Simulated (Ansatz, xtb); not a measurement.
## C3H8N2: which of two isomers lies lower

Structure a is `N[C@@H]1C[C@H]1N`, a singlet and structure b is `N[C@@H]1C[C@@H]1N`, a singlet. Both are isolated molecules in the gas phase, relaxed with B3LYP/def2-SVP; the shapes shown needn't be the lowest conformers.

a (Å):

```
atom    x (Å)    y (Å)    z (Å)
   C   0.0032   1.3897  -0.0290
   C  -0.5931   1.5814   1.3340
   C  -1.4970   1.5751   0.1184
   N   0.6305   0.1408  -0.3686
   N  -2.0698   2.8300  -0.2801
   H   0.4868  -0.0805  -1.3550
   H   0.2298  -0.6290   0.1659
   H   0.5203   2.2650  -0.4398
   H  -0.6287   0.7176   2.0062
   H  -0.4385   2.5421   1.8320
   H  -2.0846   0.6495  -0.0174
   H  -2.9094   3.0405   0.2609
   H  -2.3465   2.8126  -1.2621
```

b (Å):

```xyz
13

C    -0.7582    2.3532   -0.1474
C    -2.0852    1.7231    0.1729
C    -1.0461    0.9332   -0.6120
N     0.1610    2.6646    0.9124
N    -0.2972   -0.1535   -0.0497
H     1.1298    2.4742    0.6569
H    -0.0488    2.1805    1.7814
H    -0.7633    3.1163   -0.9351
H    -2.2520    1.4188    1.2129
H    -2.9830    2.0891   -0.3345
H    -1.2501    0.8222   -1.6851
H    -0.9028   -0.8915    0.3083
H     0.2766    0.1725    0.7278
```

Energies in hartree; the thermal terms are from B3LYP/def2-SVP harmonic frequencies (ideal gas, rigid rotor, one conformer each, 298.15 K, 1 atm) and include the zero-point energy:

```
                              a           b
E, CCSD(T)/def2-SVP  −227.776691  −227.773085
    E, MP2/def2-SVP  −227.701912  −227.698328
  E, MP2/def2-TZVPP  −228.135112  −228.131786
  zero-point energy     0.115002     0.114867
       H(298 K) − E     0.121741     0.121673
       G(298 K) − E     0.086680     0.086426
```

Problem. Correct the CCSD(T) difference for the basis set by the MP2 change, then work out ΔE, ΔE₀, ΔH and ΔG for a → b in kcal/mol (1 Eh = 627.51 kcal/mol) and the equilibrium ratio [b]/[a].

Solution. 1. Differences b − a: CCSD(T) +0.003606, MP2 in the small set +0.003584, MP2 in the large set +0.003326 Eh.
2. ΔE = +0.003606 + (+0.003326 − (+0.003584)) = +0.003348 Eh = +2.10 kcal/mol.
3. ΔE₀ = ΔE + ΔZPE = +0.003348 + (−0.000135) Eh = +2.02 kcal/mol.
4. ΔH = ΔE + (−0.000068) Eh = +2.06 kcal/mol.
5. ΔG = ΔE + (−0.000254) Eh = +1.94 kcal/mol, so ΔS = (ΔH − ΔG)/T = +1.6 J/(mol K).
6. kT = 0.9442 mEh, so K = [b]/[a] = exp(−ΔG/kT) = exp(−3.28) ≈ 0.038.

Structure a is favoured at this temperature. An error of 1 kcal/mol in ΔG would change K by a factor of 5.4. Mirror images and further conformers aren't counted.

As drawn, both hold the same kinds of bond in the same numbers.

Other levels gave ΔE = +2.0 (B3LYP/def2-SVP); +3.0 (HF/def2-SVP); +2.2 (MP2/def2-SVP); +2.3 (CCSD(T)/def2-SVP) kcal/mol. The correlated steps freeze 5 core orbitals. Programs: Ansatz 0.2.0.
